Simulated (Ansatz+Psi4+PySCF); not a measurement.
The numbers below are computed, except where a source is named.
## Ansatz (development build ahead of 0.2.0) run

```yaml
crystal:
  periodic: [false, false, false]
  atoms:
    - { symbol: O, position_ang: [0.0, 0.0, 1.33072] }
    - { symbol: C, position_ang: [0.0, 0.0, 0.14436] }
    - { symbol: F, position_ang: [0.0, 1.06949, -0.63955] }
    - { symbol: F, position_ang: [0.0, -1.06949, -0.63955] }
basis:
  gaussian: { orbitals: cc-pVTZ }
hamiltonian:
  xc: hf
correlation:
  method: ccsd_t
  frozen_orbitals: { C: 1, F: 1, O: 1 }
```

The input is written out in the form of the current development build from the run's settings.

Results

| Item | Value |
| --- | --- |
| Converged | yes |
| Reference energy | -311.73305 hartree |
| CCSD correlation energy | -0.87600 hartree |
| Triples correction | -0.03279 hartree |
| Total energy | -312.64184 hartree |
| Spin squared of the determinant | 0.000 |
| Stability test | minimum among restricted orbitals |
| T1 diagnostic | 0.014 |
| Largest doubles amplitude | 0.08 |
| Occupied orbitals by symmetry in an Abelian subgroup (alpha; beta) | 8 A1 1 A2 2 B1 5 B2; 8 A1 1 A2 2 B1 5 B2 |
